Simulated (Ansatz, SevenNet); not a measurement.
Ladder of methods for the elastic constant C13 of black phosphorus

Reference value: 50 GPa (measured, temperature not stated, not corrected to a static lattice, axes: 1 zigzag (a = 3.32 Å), 2 across the layers (b), 3 armchair (c); as tabulated in Pogna et al. (2022), arXiv:2206.03736).

```
level (code)     value (GPa)  cell (Å³/atom)
---------------  -----------  --------------
SevenNet-0              15.4           20.99
r²SCAN (Ansatz)         36.4           20.70
HSE06 (Ansatz)    (withheld)           20.84
```

Some entries are withheld; supply them.


- HSE06 (Ansatz, a first-principles code), value (GPa): 35.2

Differences against the reference: SevenNet-0 -69 %, r²SCAN -27 %, HSE06 -30 %.

Of the ranked levels r²SCAN (-27 %) comes nearest. Among them SevenNet-0 (-69 %) misses by most.

The reference isn't brought to a static lattice, while the calculations are for one, so the differences are not the levels' errors alone.  r²SCAN, HSE06: the cell comes from a level without a dispersion term, which matters for the spacing of layers, chains or molecules. Each level is taken at its own relaxed cell. Cutoffs and k meshes differ between the levels. Ansatz's density-functional and Hartree–Fock values are scalar-relativistic unless marked +SOC, with PAW data made under PBE.

Machine-learned potentials (SevenNet-0) are trained on DFT data: a solid inside that data is no test of them.

Differences are worked out from the printed values.
